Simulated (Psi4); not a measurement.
**SiH3 (silyl radical): UCCSD(T)/cc-pVTZ**

Aim: the energy change on altering one bond length of SiH3 (silyl radical) at UCCSD(T)/cc-pVTZ, from 2 runs. 

The calculation is run with Psi4 1.11.

2 further runs of the same task are left out: 2 set aside as unsound or not needed.

## 1. The structure to begin with

SiH3 has 4 atoms, charge 0, and is taken as a doublet. SMILES: `[SiH3]`. The shape is that of a PBE0-D4/def2-TZVP optimisation.

Bond lengths: Si1–H2 1.486 Å, Si1–H3 1.486 Å, Si1–H4 1.486 Å. Angles: H2–Si1–H3 111.2°, H2–Si1–H4 111.2°, H3–Si1–H4 111.2°.

## 2. The energy at UCCSD(T)/cc-pVTZ

Contents of job.json:

```json
{
 "schema_name": "qcschema_input",
 "schema_version": 1,
 "molecule": {
  "schema_name": "qcschema_molecule",
  "schema_version": 2,
  "symbols": ["Si", "H", "H", "H"],
  "geometry": [0.55516374, -0.05083363, -0.30997178, 1.05664036, 1.25723479, 2.12386319, -0.42337424, -2.64873462, 0.11362923, -1.18842986, 1.44233346, -1.92750175],
  "molecular_charge": 0,
  "molecular_multiplicity": 2,
  "fix_symmetry": "c1",
  "fix_com": true,
  "fix_orientation": true
 },
 "driver": "energy",
 "model": {
  "method": "ccsd(t)",
  "basis": "cc-pVTZ"
 },
 "keywords": {
  "reference": "uhf",
  "puream": true,
  "e_convergence": 1e-09,
  "d_convergence": 1e-08,
  "scf_type": "pk",
  "num_frozen_docc": 5,
  "maxiter": 100
 }
}
```

On the command line:

```console
psi4 --qcschema job.json -n 1 --memory 2200MB
```

stdout, cut to the lines that bear on the results:

```text
[...]
  Running in c1 symmetry.
[...]
  Nuclear repulsion =   15.603296027937278
[...]
  Multiplicity = 2
[...]
  Nalpha       = 9
  Nbeta        = 8
[...]
    Number of basis functions: 76
[...]
   @UHF iter   1:  -290.61570142472198   -5.08887e-01   1.92191e-03 DIIS/ADIIS
[...]
   @UHF iter  12:  -290.64029174618548   -2.38742e-12   2.86340e-09 DIIS
[...]
   @S^2 Observed:                7.550190578E-01
[...]
    Orbital Energies [Eh]
    ---------------------
    Alpha Occupied:
       1A    -68.788715     2A     -6.138207     3A     -4.251051
       4A     -4.240893     5A     -4.240893     6A     -0.729450
       7A     -0.492935     8A     -0.492933     9A     -0.337275
    Alpha Virtual:
      10A      0.146885    11A      0.146886    12A      0.160154
      13A      0.263941    14A      0.302166    15A      0.302167
      16A      0.322432    17A      0.322432    18A      0.354456
      19A      0.436740    20A      0.436741    21A      0.453416
      22A      0.554086    23A      0.736242    24A      0.736243
      25A      0.836883    26A      0.897266    27A      0.897266
[...]
  @UHF Final Energy:  -290.64029174618548
   => Energetics <=
    Nuclear Repulsion Energy =             15.6032960279372777
    One-Electron Energy =                -433.5068877983832181
    Two-Electron Energy =                 127.2633000242604737
    Total Energy =                       -290.6402917461854258
  UHF NO Occupations:
  HONO-2 :    7  A 1.9997539
  HONO-1 :    8  A 1.9979857
[...]
 Multipole Moments:
 ------------------------------------------------------------------------------------
     Multipole            Electronic (a.u.)      Nuclear  (a.u.)        Total (a.u.)
 ------------------------------------------------------------------------------------
 L = 1.  Multiply by 2.5417464519 to convert [e a0] to [Debye]
 Dipole X            :         -7.2041348            7.2171286            0.0129939
 Dipole Y            :          0.6596450           -0.6608372           -0.0011922
 Dipole Z            :          4.0223513           -4.0296142           -0.0072630
 Magnitude           :                                                    0.0149336
[...]
      * MP2 total energy                      = -290.756802797278226
[...]
      * CCSD total energy                     = -290.782998557324902
[...]
      * CCSD(T) total energy                     = -290.786507223292574
[...]
```

The result, in JSON:

```text
{
 "driver": "energy",
 "model": {
  "method": "ccsd(t)",
  "basis": "cc-pVTZ"
 },
 "success": true,
 "return_result": -290.7865072232926,
 "properties": {
  "calcinfo_nbasis": 76,
  "calcinfo_nmo": 76,
  "calcinfo_nalpha": 9,
  "calcinfo_nbeta": 8,
  "calcinfo_natom": 4,
  "nuclear_repulsion_energy": 15.603296027937278,
  "return_energy": -290.7865072232926,
  "scf_one_electron_energy": -433.5068877983832,
  "scf_two_electron_energy": 127.26330002426047,
  "scf_dipole_moment": [0.01299386590160978, -0.0011922061526735694, -0.007262960923316797],
  "scf_total_energy": -290.6402917461855,
  "scf_iterations": 12,
  "mp2_same_spin_correlation_energy": -0.014153051814826585,
  "mp2_opposite_spin_correlation_energy": -0.10235799927742434,
  "mp2_singles_energy": -5.0312650168740525e-28,
  "mp2_doubles_energy": -0.11651105109225092,
  "mp2_correlation_energy": -0.11651105109225092,
  "mp2_total_energy": -290.7568027972782,
  "ccsd_same_spin_correlation_energy": -0.0164554349274726,
  "ccsd_opposite_spin_correlation_energy": -0.12625137621143787,
  "ccsd_singles_energy": 1.9925652420365556e-16,
  "ccsd_doubles_energy": -0.14270681113891046,
  "ccsd_correlation_energy": -0.14270681113891026,
  "ccsd_total_energy": -290.7829985573249,
  "ccsd_iterations": 15,
  "ccsd_prt_pr_correlation_energy": -0.14621547710657365,
  "ccsd_prt_pr_total_energy": -290.7865072232926
 }
}
```

Wall time 37 s (1 thread of Intel Xeon at 2.50GHz (Skylake/Cascade Lake), shared host); peak memory 0.53 GiB.

## 3. The distorted shape at the same level

Contents of h3si.xyz:

```xyz
4
H3Si
Si     0.449142     0.385566    -0.231285
H      0.714512     1.077766     1.056645
H     -0.224040    -1.401650     0.060130
H     -0.473528     1.175716    -1.087245
```

Contents of calc.py:

```python
import psi4

psi4.set_memory('2200 MB')
psi4.set_num_threads(1)
psi4.core.set_output_file('output.dat', False)

with open('h3si.xyz') as f:
    atoms = ''.join(f.readlines()[2:])
molecule = psi4.geometry('0 2\n' + atoms + 'symmetry c1')

psi4.set_options({
    'basis': 'cc-pVTZ',
    'reference': 'uhf',
    'puream': True,
    'e_convergence': 1e-09,
    'd_convergence': 1e-08,
    'scf_type': 'pk',
    'num_frozen_docc': 5,
    'maxiter': 100,
})

e_tot = psi4.energy("ccsd(t)", molecule=molecule)
print(f'total energy {e_tot:.8f} hartree = {e_tot * 27.211386:.5f} eV')
for k, v in sorted(psi4.core.scalar_variables().items()):
    print(f'{k:45s} {v:18.10f}')
```

On the command line:

```console
python calc.py
```

output.dat, cut to the lines that bear on the results:

```text
[...]
  Running in c1 symmetry.
[...]
  Nuclear repulsion =   14.394970485098430
[...]
  Multiplicity = 2
[...]
  Nalpha       = 9
  Nbeta        = 8
[...]
    Number of basis functions: 76
[...]
   @UHF iter   1:  -290.57573360044796   -5.99160e-01   1.82881e-03 ADIIS/DIIS
[...]
   @UHF iter  14:  -290.59991512343373   -1.23919e-11   8.06513e-09 DIIS
[...]
   @S^2 Observed:                7.549206764E-01
[...]
    Orbital Energies [Eh]
    ---------------------
    Alpha Occupied:
       1A    -68.821584     2A     -6.165538     3A     -4.277953
       4A     -4.268122     5A     -4.267279     6A     -0.717220
       7A     -0.505002     8A     -0.439666     9A     -0.343633
    Alpha Virtual:
      10A      0.093444    11A      0.143916    12A      0.151942
      13A      0.263200    14A      0.295428    15A      0.315620
      16A      0.320420    17A      0.320501    18A      0.348752
      19A      0.426256    20A      0.435158    21A      0.462410
      22A      0.495361    23A      0.664312    24A      0.731968
      25A      0.799223    26A      0.843716    27A      0.879115
[...]
  @UHF Final Energy:  -290.59991512343373
   => Energetics <=
    Nuclear Repulsion Energy =             14.3949704850984297
    One-Electron Energy =                -430.8414473084264955
    Two-Electron Energy =                 125.8465616998943091
    Total Energy =                       -290.5999151234337319
  UHF NO Occupations:
  HONO-2 :    7  A 1.9996839
  HONO-1 :    8  A 1.9980349
[...]
 Multipole Moments:
 ------------------------------------------------------------------------------------
     Multipole            Electronic (a.u.)      Nuclear  (a.u.)        Total (a.u.)
 ------------------------------------------------------------------------------------
 L = 1.  Multiply by 2.5417464519 to convert [e a0] to [Debye]
 Dipole X            :          1.2367527           -1.1246952            0.1120575
 Dipole Y            :          0.5863282           -0.2577121            0.3286161
 Dipole Z            :         -0.6585908            0.6114984           -0.0470924
 Magnitude           :                                                    0.3503756
[...]
      * MP2 total energy                      = -290.717475883838461
[...]
      * CCSD total energy                     = -290.746371388790863
[...]
      * CCSD(T) total energy                     = -290.750473185584156
```

It took 38 s on 1 thread of Intel Xeon at 2.50GHz (Skylake/Cascade Lake), shared host; peak memory 0.53 GiB.

## 4. What came out

At UCCSD(T)/cc-pVTZ, 5 core orbitals frozen:

| quantity | value |
| --- | --- |
| first shape: total energy | -290.78651 Eh |
| first shape: HOMO energy (Hartree–Fock orbitals) (highest over α and β) | -9.18 eV |
| first shape: LUMO energy (Hartree–Fock orbitals) (lowest over α and β) | 1.24 eV |
| first shape: correlation energy (5 core orbitals frozen) | -146.2 mEh |
| first shape: (T) correction | -3.51 mEh |
| first shape: ⟨S²⟩ of the reference determinant | 0.755 |
| first shape: T1 diagnostic | 0.020 |
| distorted shape: total energy | -290.75047 Eh |
| distorted shape: HOMO energy (Hartree–Fock orbitals) (highest over α and β) | -9.35 eV |
| distorted shape: LUMO energy (Hartree–Fock orbitals) (lowest over α and β) | 0.94 eV |
| distorted shape: correlation energy (5 core orbitals frozen) | -150.6 mEh |
| distorted shape: (T) correction | -4.10 mEh |
| distorted shape: ⟨S²⟩ of the reference determinant | 0.755 |
| distorted shape: T1 diagnostic | 0.025 |
| energy change with the Si1–H3 bond stretched from 1.486 to 1.932 Å | 0.981 eV |

In words: With the Si1–H3 bond stretched from 1.486 to 1.932 Å the energy rises by 0.98 eV (94.6 kJ/mol). The first shape isn't relaxed at this level, so the change isn't measured from a minimum. The triples (first shape) make up 2.4 % of the correlation energy. The triples (distorted shape) make up 2.7 % of the correlation energy.
